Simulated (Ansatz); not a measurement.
`C[CH2][AlH2]` → Al• + 2 C• + 7 H•  (atomization)

Computed with Ansatz on PBE0-D4/def2-TZVP structures; ΔE is electronic, products minus reactants. CCSD(T)/CBS is the MP2 limit (def2-TZVPP, def2-QZVPP) plus CCSD(T) − MP2 in def2-TZVPP, frozen cores. This one scheme is used for every species, atoms too. DFT in def2-TZVPP. B3LYP here is the variant with VWN-RPA as its local correlation; programs differ in this. Open shells (•) are unrestricted, without spin–orbit coupling. Spin–orbit coupling would lower the free atoms: a little for Al, C.

`C[CH2][AlH2]`:

Z-matrix (Å, degrees):
```
C
C 1 1.528
H 1 1.093 2 111.7
H 1 1.094 2 112.2 3 120.4
H 1 1.093 2 111.7 3 -119.2
Al 2 1.958 1 116.9 3 59.6
H 2 1.099 1 110.4 3 -177.4
H 2 1.099 1 110.4 3 -63.2
H 6 1.592 2 121.0 1 -0.5
H 6 1.592 2 119.8 1 179.5
```

Q: What is ΔE at CCSD(T)/CBS? (Estimate.)

A: Computed: +3386.7 kJ/mol.

Q: What do these levels give: r2SCAN-D4, revPBE, B3LYP, r2SCAN0, CCSD(T)/def2-SVP, SCS-MP2/def2-QZVPP? (An estimate is asked.)

A: Computed: r2SCAN-D4 3387.3, revPBE 3294.0, B3LYP 3364.1, r2SCAN0 3361.4, CCSD(T)/def2-SVP 3247.6, SCS-MP2/def2-QZVPP 3381.2 kJ/mol.

Largest T1 diagnostic among the species: 0.018.

At CCSD(T), def2-SVP lies −139.1 kJ/mol from the extrapolated value and def2-TZVPP −70.4 kJ/mol: correlation converges slowly with the basis, and small sets miss more of it in the bonded molecule than in its fragments. From BLYP to BHLYP (50 % exact exchange), in def2-TZVPP and without D4, ΔE moves by −7.2 kJ/mol: exact exchange takes away binding that semilocal exchange gives to molecules. Leaving LDA and LC-ωPBE aside and taking each functional with its dispersion term where it has one, the values, not all of them listed here, spread over 82.3 kJ/mol, from BHLYP-D4 to B97M-V. LDA lies +380.4 kJ/mol from PBE without D4, its usual overbinding.

For atomizations the MP2-based limit and the directly extrapolated one differ by several kJ/mol either way, and by 10 to 25 for some Ge, Se and Sn compounds, so smaller differences from it don't rank the levels.
